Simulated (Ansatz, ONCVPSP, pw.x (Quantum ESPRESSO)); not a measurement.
**Si: one change to the ONCV potential, in the atom and in the diamond crystal**

Si, optimised norm-conserving Vanderbilt (ONCV), made with ONCVPSP 4.0.1 (PBE, scalar-relativistic). Core [Ne], reference 3s2 3p2. Waves: 3s: rc 2.00 bohr, ncon 4, nbas 7, qcut 3.4 1/bohr, 2 projectors, debl 3.8 Ha; 3p: rc 2.15 bohr, ncon 4, nbas 8, qcut 3.9 1/bohr, 1 projector; d scattering state at 0.1 Ha: rc 2.10 bohr, ncon 3, nbas 7, qcut 3.9 1/bohr, 2 projectors, debl 2.6 Ha. Local part: polynomial inside 1.90 bohr (lpopt 4, dvloc0 0 Ha). Core correction: Teter function, fcfact 3.25, rcfact 1.2.

Change: d: rc 2, qcut 4.1, nproj 0; local potential the d channel.

Cutoffs, loose and tight: the cutoffs (Ha) at which the residual kinetic energy of the hardest occupied pseudo-wave falls to 1 and 0.1 mHa per electron. They do not see the model core or the augmentation charge, which bear on the density cutoff. Test errors are all-electron minus pseudo excitation energies from the reference, over the configurations 3s2 3p1; 3s2 3p0; 3s1 3p0; 3s1 3p2; variants that change the core or the reference have their own tests.

Crystal test: diamond Si in pw.x 7.5, no spin, 8³ k-points, Fermi–Dirac smearing 0.01 Ry, cutoffs set for each file from its atomic test. The reference is all-electron LAPW (Ansatz 0.2.0) with the same functional, mesh and smearing; V0 and B0 come from Birch–Murnaghan fits to the pressures at five volumes. Errors are pseudo minus all-electron; Δ is the rms difference of the E(V) curves that follow from these fits, minima aligned, over ±6 % about the mean V0. Mesh and smearing are coarse, so the numbers serve the comparison and aren't converged zero-temperature values; the lattice is a test structure that the element need not adopt.

All-electron: a0 = 5.469 Å (V0 = 20.45 Å³/atom), B0 = 88.5 GPa.

**Question.** Does the change bring the crystal closer to the all-electron result?

**Answer.** The mean pressure error goes from -0.12 to +0.26 GPa, so the change moves the solid further from the all-electron pressures. At 80 % of its cutoff the pressure of the base moves by -0.21 GPa.

| quantity | base | changed |
| --- | --- | --- |
| outcome (atom) | generated | generated |
| cutoff, loose (atom) | 9.3 Ha | 9.3 Ha |
| cutoff, tight (atom) | 27 Ha | 27 Ha |
| bound ghosts (atom) | none | none |
| largest test error (meV) (atom) | +46 | +45 |
| cutoffs in pw.x (Ry) | 65/260 | 65/260 |
| a0 (Å) | 5.467 | 5.475 |
| a0 error (%) | -0.04 | +0.10 |
| B0 error (%) | -0.6 | -1.4 |
| Δ (meV/atom) | 0.5 | 1.1 |
| mean pressure error (GPa) | -0.12 | +0.26 |

Base: The cutoffs count occupied waves only; projector 2 of the d channel, the hardest unoccupied one, needs 52 Ha at the loose tolerance. Changed file: The cutoffs count occupied waves only; projector 2 of the s channel, the hardest unoccupied one, needs 35 Ha at the loose tolerance.
